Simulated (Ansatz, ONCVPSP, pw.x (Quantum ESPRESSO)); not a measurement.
**What a changed setting does to a pw.x run (fcc Ba)**

Potential: optimised norm-conserving Vanderbilt (ONCV), ONCVPSP 4.0.1, LDA (Perdew-Wang 92); core [Kr] 4d10, reference 5s2 5p6 6s2; waves: 5s+6s: rc 2.80 bohr, ncon 4, nbas 7, qcut 3.9 1/bohr, 2 projectors; 5p: rc 2.05 bohr, ncon 4, nbas 7, qcut 3.3 1/bohr, 2 projectors, debl 0.9 Ha; d scattering state at 0.41 Ha: rc 2.45 bohr, ncon 3, nbas 7, qcut 3.4 1/bohr, 2 projectors, debl 1.2 Ha; local part: polynomial inside 1.75 bohr (lpopt 5, dvloc0 6 Ha); core correction: Teter function, fcfact 1.75, rcfact 1.7. In the d channel the program set the typed energies aside and used 0.050, 1.250 Ha.

The reference run (k-mesh 10³, cutoffs 80/320 Ry, Fermi–Dirac 0.01 Ry, mixing_beta 0.4, conv_thr 1e-9, no spin) gives 0.10 GPa at 53.861 Å³/atom, where all-electron LAPW gives -0.00 GPa. This run, with its own iteration cap, changes nosym to true.

```
&control
  calculation='scf', prefix='x', pseudo_dir='./', outdir='./tmp', tstress=.true., disk_io='none'
/
&system
  ibrav=0, nat=1, ntyp=1, ecutwfc=80, ecutrho=320, nbnd=12,
  occupations='smearing', smearing='fd', degauss=0.01, nosym=.true.
/
&electrons
  conv_thr=1e-09, mixing_beta=0.4, electron_maxstep=70
/
ATOMIC_SPECIES
Ba 1.0 Ba.UPF
CELL_PARAMETERS angstrom
  0.00000000 2.99742371 2.99742371
  2.99742371 0.00000000 2.99742371
  2.99742371 2.99742371 0.00000000
ATOMIC_POSITIONS crystal
Ba 0.0000 0.0000 0.0000
K_POINTS automatic
10 10 10 0 0 0
```

```bash
pw.x < Ba.scf.in > Ba.scf.out
```

Q: How does the run end?

A: It converges in 6 iterations; the free energy moves by +0.0 meV/atom and the pressure by +0.00 GPa. The result is that of the reference run.

```
lattice parameter (alat)  =       8.0105  a.u.
     unit-cell volume          =     363.4720 (a.u.)^3
     number of electrons       =        10.00
     number of Kohn-Sham states=           12
     kinetic-energy cutoff     =      80.0000  Ry
     charge density cutoff     =     320.0000  Ry
     scf convergence threshold =      1.0E-09
     Exchange-correlation= SLA  PW   NOGX NOGC
     number of k points=   504  Fermi-Dirac smearing, width (Ry)=  0.0100
     iteration #  1     ecut=    80.00 Ry     beta= 0.40
     c_bands:  1 eigenvalues not converged
     c_bands:  1 eigenvalues not converged
     c_bands:  1 eigenvalues not converged
     [... 9 repeated lines left out ...]
     total energy              =     -54.84355913 Ry
     estimated scf accuracy    <       0.00148475 Ry
     iteration #  2     ecut=    80.00 Ry     beta= 0.40
     total energy              =     -54.84348287 Ry
     estimated scf accuracy    <       0.00035284 Ry
     iteration #  3     ecut=    80.00 Ry     beta= 0.40
     total energy              =     -54.84350933 Ry
     estimated scf accuracy    <       0.00001644 Ry
     iteration #  4     ecut=    80.00 Ry     beta= 0.40
     total energy              =     -54.84351051 Ry
     estimated scf accuracy    <       0.00000013 Ry
     iteration #  5     ecut=    80.00 Ry     beta= 0.40
     total energy              =     -54.84351055 Ry
     estimated scf accuracy    <       0.00000001 Ry
     iteration #  6     ecut=    80.00 Ry     beta= 0.40
     the Fermi energy is     6.8240 ev
!    total energy              =     -54.84351055 Ry
     estimated scf accuracy    <          3.2E-10 Ry
     smearing contrib. (-TS)   =      -0.00723734 Ry
     The total energy is F=E-TS. E is the sum of the following terms:
     one-electron contribution =     -11.01520709 Ry
     hartree contribution      =       8.04124334 Ry
     xc contribution           =     -11.39081194 Ry
     ewald contribution        =     -40.47149752 Ry
     convergence has been achieved in   6 iterations
          total   stress  (Ry/bohr**3)                   (kbar)     P=        0.98
     Message from routine punch:
     Nothing written, as per user request (disk_io='none')
```

The run took about 3.2 min on one core of a shared server CPU.
